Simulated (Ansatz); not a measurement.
bcc V was calculated with LDA (plane waves, PAW; Ansatz, a program for electronic structure).

Run with plane-wave cutoff 520 eV, 30×30×30 k mesh, Fermi–Dirac smearing 0.039 eV (set by the program), no spin polarisation, scalar-relativistic PAW data made under PBE.

The cell has the measured lattice: a = b = c = 3.027 Å, α = β = γ = 90.00°.

Task: What does this level give for the Voigt–Reuss–Hill bulk modulus, elastic constant C11, polycrystal shear modulus (Hill average), elastic constant C44 and elastic constant C12?

Result: 
Voigt–Reuss–Hill bulk modulus: 139 GPa
elastic constant C11: 220 GPa
polycrystal shear modulus (Hill average): 27.5 GPa
elastic constant C44: 15.1 GPa
elastic constant C12: 98.6 GPa

Measured, for comparison: elastic constant C11 232 GPa, elastic constant C44 46 GPa, elastic constant C12 119 GPa (0 K, extrapolated to 0 K; zero-point effects included; as tabulated in Wang et al. (2022), arXiv:2209.12322). Computed (rounded) less measured: elastic constant C11 -5 %, elastic constant C44 -67 %, elastic constant C12 -17 %.

Note: the shear constants of this metal are likely not converged at this k mesh and smearing; the cell isn't this level's own, so it is under some stress, which shifts stiffness and frequencies.

Elastic constants are with the ions relaxed.

The computed numbers hold no vibrational or temperature effects.

Cost on a shared machine: roughly 5 core-minutes.
